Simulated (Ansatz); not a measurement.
Reaction (SMILES): FOF → 2 F atom + O atom
B3LYP-D3(BJ)/def2-TZVP geometries, fixed; electronic energies without zero-point terms.

Effect of the final integration grid (spheres per factor e of radius in core and valence, angular degree) at PBE0/aug-cc-pVTZ with Ansatz (a program for electronic structure), against the last row, where the atomisation energy is 91.94 kcal/mol. Open shells are unrestricted. The default's grid is 13, 11, 36.

| setting | largest shift of a total energy (mEh) | shift of the atomisation energy (kcal/mol) |
|---|---|---|
| accuracy: medium (default) | -0.001 | 0.001 |
| final_grid: 4, 3, 11 | 0.287 | -0.359 |
| final_grid: 6, 5, 17 | 0.119 | -0.056 |
| final_grid: 8, 7, 23 | 0.002 | -0.002 |
| final_grid: 10, 9, 29 | 0.002 | -0.001 |
| final_grid: 18, 15, 47 | 0.000 | 0.000 |
| final_grid: 26, 22, 59 | 0.000 | 0.000 |

Within 0.3 kcal/mol in the atomisation energy: accuracy: medium (default); final_grid: 6, 5, 17; final_grid: 8, 7, 23; final_grid: 10, 9, 29; final_grid: 18, 15, 47. The largest shift is 0.287 mEh in a total energy and 0.359 kcal/mol in the difference.
